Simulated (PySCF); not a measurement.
Species: 2-chloro-2-propen-1-ol, C3H5ClO.
Structure used (PBE0-D3(BJ)/def2-SVP), in Å, numbered top down from 1:
```
atom  x, y, z in Å
C1     1.552   -0.208    0.158
C2     0.356    0.373    0.207
Cl3    0.136    1.878    1.070
C4    -0.911   -0.105   -0.443
O5    -1.979   -0.226    0.444
H6     2.430    0.233    0.633
H7     1.666   -1.156   -0.373
H8    -0.723   -1.097   -0.880
H9    -1.143    0.584   -1.283
H10   -2.061    0.616    0.910
```

The computed photoelectron lines, unassigned: C 1s: 290.73 (area 1), 292.35 (area 1), 292.83 (area 1) eV; O 1s: 538.96 eV; Cl 1s: 2829.10 eV; Cl 2p3/2: 206.50 eV.

Theory: PySCF, delta-SCF UKS SCAN, pcX-2 on the ionised atom, pcseg-1 elsewhere, spin-free X2C. The structure is a single PBE0-D3(BJ)/def2-SVP conformer in the gas phase; no vibrational or solvent corrections.

Q: Assign the C 1s lines to atoms.

A: 290.73 eV: C1 (terminal =CH2 carbon); 292.35 eV: C2 (vinylic C–Cl carbon); 292.83 eV: C4 (carbinol carbon (C–OH)). The listed C 1s values span 2.10 eV, from C1 (bonded to C (double bond) and 2 H) to C4 (bonded to O, C and 2 H). Summing the Pauling electronegativity differences to the bonded atoms, each weighted by its formal bond order, gives -0.70 for the lowest site and +0.19 for the highest; the largest sum, +0.61, belongs to C2, 0.48 eV below the top.

Bonded neighbours of each site: C1: C (double bond) and 2 H; C2: Cl, C (double bond) and C; Cl3: C; C4: O, C and 2 H; O5: C and H.

Q: Which photon wavelength matches the C 1s of C4 threshold?

A: λ = hc/E = 12398.42 eV Å / 292.83 eV = 42.340 Å.

Spin–orbit and ligand-field terms were added within each 2p shell after the spin-free SCF. 2p1/2 minus 2p3/2 (ligand field included): Cl 1.65 eV.
